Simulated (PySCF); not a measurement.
F₂⁻: from constants to spectrum

PBE0 constants of F₂⁻, doublet, unpaired electrons σ ↑ (PySCF, no relativity, basis sets F aug-cc-pVDZ; masses 18.9984 and 18.9984 u):

| Property | Result |
| --- | --- |
| ωe | 386.2 cm⁻¹ |
| ωexe | 7.04 cm⁻¹ |
| Be | 0.4521 cm⁻¹ |
| αe | 0.00923 cm⁻¹ |
| D (centrifugal) | 2.48e-06 cm⁻¹ |
| De to F + F⁻ | 1.67 eV |

(1) Give the vibrational terms G(v) and spacings up to v = 6.

(2) How well does the Morse estimate ωe²/(4ωexe) reproduce De, and what is D0?

The state was picked by a PBE0 search and need not be the measured ground state.

Results:

(1) G(v) = ωe(v+½) − ωexe(v+½)².

| v | G(v) (cm⁻¹) | G(v) − G(v−1) | Bv (cm⁻¹) |
| --- | --- | --- | --- |
| 0 | 191.3 |  | 0.4475 |
| 1 | 563.5 | 372.1 | 0.4383 |
| 2 | 921.5 | 358.0 | 0.4290 |
| 3 | 1265.5 | 344.0 | 0.4198 |
| 4 | 1595.3 | 329.9 | 0.4106 |
| 5 | 1911.1 | 315.8 | 0.4013 |
| 6 | 2212.9 | 301.7 | 0.3921 |

(2) It gives 0.66 eV, 39 % of the computed De. D0 = De − G(0) = 1.67 − 0.02 = 1.65 eV.
